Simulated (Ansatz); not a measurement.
SnCl2 (Pnma, No. 62), treated with HSE06+SOC (PAW; Ansatz, a program for electronic structure).

Run with plane-wave cutoff 460 eV, 4×6×4 k mesh (along the axes of the cell as run), Fermi–Dirac smearing 0.01 eV, PAW data made under PBE.

Cell (measured lattice):

```
CELL_PARAMETERS angstrom
      7.79300     0.00000     0.00000
      0.00000     4.43000     0.00000
      0.00000     0.00000     9.20700
ATOMIC_POSITIONS crystal
  Cl 0.02200 0.25000 0.15500
  Cl 0.97800 0.75000 0.84500
  Cl 0.47800 0.75000 0.65500
  Cl 0.52200 0.25000 0.34500
  Cl 0.64400 0.25000 0.92500
  Cl 0.35600 0.75000 0.07500
  Cl 0.85600 0.75000 0.42500
  Cl 0.14400 0.25000 0.57500
  Sn 0.23100 0.25000 0.92600
  Sn 0.76900 0.75000 0.07400
  Sn 0.26900 0.75000 0.42600
  Sn 0.73100 0.25000 0.57400
```

Problem. Give the computed band gap, smallest direct gap on the k points sampled and Γ–Γ gap.

Solution. 
* **band gap**: 3.84 eV (indirect)
* **smallest direct gap on the k points sampled**: 4.14 eV
* **Γ–Γ gap**: 4.27 eV

Note: cell and atoms aren't relaxed at this level (largest force component 0.17 eV/Å, pressure 0.2 GPa).
